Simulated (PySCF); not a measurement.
**O2+: from the state search to spectroscopic constants**

An exercise on one series of results from a longer session: the logs are not shown, and one member is left open.

Computed with PySCF 2.14.0. Level: O 6-311G(d,p), no relativity.

Set-up of the first run:

A driver script around PySCF takes these settings:

```yaml
atoms: O, O
charge: 1
basis: O 6-311G(d,p)
Hamiltonian: no relativity
basis_functions: 36
electrons_treated: 15
masses_in_u: 15.9949, 15.9949
levels: PBE0, PBE, r²SCAN, BP86, B3LYP, BHandHLYP, LC-ωPBE, HF, MP2, SCS-MP2, CCSD, CCSD(T)
grid: 80 radial by 434 angular points
occupations: held fixed by the projection of orbital angular momentum
dissociation_limit: O+ + O, each in its ground configuration
starting_distance_in_angstrom: 1.300
values_of_2S_to_try: 1, 3, 5
```

Launch:

```bash
$ OMP_NUM_THREADS=1 python dia.py task.json out
```

Among the steps run: Input; First curve: PBE0; Other states along the same grid; PBE (GGA); r²SCAN (meta-GGA); BP86; B3LYP; BHandHLYP; LC-ωPBE (range-separated hybrid); UHF; Adding correlation.

One of the session's tables, all rows but one given; the rest of the session is left out.

| level | Re (Å) | ωe (cm⁻¹) | De (eV) |
| --- | --- | --- | --- |
| UHF | 1.061 | 2536 | 1.09 |
| UHF-MP2 | 1.156 | 1480 | 6.63 |
| UHF-SCS-MP2 | 1.142 | 1628 | 6.35 |
| UHF-CCSD | 1.110 | 2054 | 5.47 |
| UHF-CCSD(T) | 1.120 | 1945 | 5.87 |
| PBE | 1.122 | 1952 | 7.89 |
| BP86 | 1.124 | 1934 | 7.85 |
| r²SCAN | 1.109 | 2051 | 6.65 |
| B3LYP | 1.107 | 2073 | 6.76 |
| PBE0 | ? | ? | ? |
| BHandHLYP | 1.083 | 2290 | 5.28 |
| LC-ωPBE | 1.097 | 2197 | 7.01 |

Estimate the missing values for PBE0.

The run gave: Re (Å): 1.098; ωe (cm⁻¹): 2161; De (eV): 6.61. In the column «Re (Å)» it lies between LC-ωPBE (1.097) and B3LYP (1.107).
